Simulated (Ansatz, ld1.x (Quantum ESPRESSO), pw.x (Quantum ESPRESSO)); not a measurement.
**What a changed setting does to a pw.x run (sc P)**

Potential: norm-conserving Troullier–Martins (Kleinman–Bylander form), ld1.x (Quantum ESPRESSO) 7.5, LDA (PW92); core [Ne], reference 3s2 3p1.5; waves: 3p (bound): rc 1.52 bohr; 3d channel at 0.2 Ry: rc 1.34 bohr; 3s (bound): rc 1.76 bohr; local part: the s channel; core correction: none.

The reference run (k-mesh 14³, cutoffs 55/220 Ry, Fermi–Dirac 0.01 Ry, mixing_beta 0.4, conv_thr 1e-9, no spin) gives -1.15 GPa at 14.035 Å³/atom, where all-electron LAPW gives 0.49 GPa. This run, with its own iteration cap, changes smearing to mp.

```
&control
  calculation='scf', prefix='x', pseudo_dir='./', outdir='./tmp', tstress=.true., disk_io='none'
/
&system
  ibrav=0, nat=1, ntyp=1, ecutwfc=55, ecutrho=220, nbnd=9,
  occupations='smearing', smearing='mp', degauss=0.01
/
&electrons
  conv_thr=1e-09, mixing_beta=0.4, electron_maxstep=60
/
ATOMIC_SPECIES
P 1.0 P.UPF
CELL_PARAMETERS angstrom
  2.41214904 0.00000000 0.00000000
  0.00000000 2.41214904 0.00000000
  0.00000000 0.00000000 2.41214904
ATOMIC_POSITIONS crystal
P 0.0000 0.0000 0.0000
K_POINTS automatic
14 14 14 0 0 0
```

```bash
pw.x < P.scf.in > P.scf.out
```

Q: How does the run end?

A: It converges in 7 iterations; the free energy moves by +11.5 meV/atom and the pressure by -0.19 GPa. This scheme is built to cancel the term in the square of the width that Fermi–Dirac smearing leaves in the F of a metal.

```
Message from routine setup:
     using ibrav=0 with symmetry is DISCOURAGED, use correct ibrav instead
     lattice parameter (alat)  =       4.5583  a.u.
     unit-cell volume          =      94.7129 (a.u.)^3
     number of electrons       =         5.00
     number of Kohn-Sham states=            9
     kinetic-energy cutoff     =      55.0000  Ry
     charge density cutoff     =     220.0000  Ry
     scf convergence threshold =      1.0E-09
     Exchange-correlation= PW
     number of k points=   120  Methfessel-Paxton smearing, width (Ry)=  0.0100
     iteration #  1     ecut=    55.00 Ry     beta= 0.40
     total energy              =     -13.28777693 Ry
     estimated scf accuracy    <       0.09713223 Ry
     iteration #  2     ecut=    55.00 Ry     beta= 0.40
     total energy              =     -13.27809209 Ry
     estimated scf accuracy    <       0.02423893 Ry
     iteration #  3     ecut=    55.00 Ry     beta= 0.40
     total energy              =     -13.28046513 Ry
     estimated scf accuracy    <       0.00011459 Ry
     iteration #  4     ecut=    55.00 Ry     beta= 0.40
     total energy              =     -13.28050952 Ry
     estimated scf accuracy    <       0.00000511 Ry
     iteration #  5     ecut=    55.00 Ry     beta= 0.40
     total energy              =     -13.28051006 Ry
     estimated scf accuracy    <       0.00000020 Ry
     iteration #  6     ecut=    55.00 Ry     beta= 0.40
     total energy              =     -13.28051008 Ry
     estimated scf accuracy    <       0.00000002 Ry
     iteration #  7     ecut=    55.00 Ry     beta= 0.40
     the Fermi energy is    11.2652 ev
!    total energy              =     -13.28051008 Ry
     estimated scf accuracy    <          2.0E-10 Ry
     smearing contrib. (-TS)   =      -0.00002174 Ry
     The total energy is F=E-TS. E is the sum of the following terms:
     one-electron contribution =       5.31282120 Ry
     hartree contribution      =       0.40411507 Ry
     xc contribution           =      -3.43626791 Ry
     ewald contribution        =     -15.56115671 Ry
     convergence has been achieved in   7 iterations
          total   stress  (Ry/bohr**3)                   (kbar)     P=      -13.37
     Message from routine punch:
     Nothing written, as per user request (disk_io='none')
```

The run took about 7.3 s on one core of a shared host (Neoverse-V1, 32 threads, 247 GiB, load 25).
